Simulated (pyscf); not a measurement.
Structures and frequencies: ωB97X-D3(BJ)/def2-SVP in PySCF.

Task: For the elementary gas-phase step •H₂Si–SiH₃ (SMILES [SiH2][SiH3]) + H₂ (SMILES [H][H]) → H₃Si–SiH₃ (SMILES [SiH3][SiH3]) + H• (SMILES [H]) (doublet surface; H–H broken, H–Si formed), what barrier and reaction energy does ωB97M-D3(BJ)/def2-TZVP give, measured from the separated reactants?

Result: ΔE‡ = 18.7 kcal/mol, ΔE = +14.5 kcal/mol. Zero-point energy shifts the barrier by -1.0 kcal/mol. It is a hydrogen abstraction, with an imaginary mode of 900i cm⁻¹. This is the saddle that the search found; another between the same sides may lie lower. The angle at the transferred H is 177°.
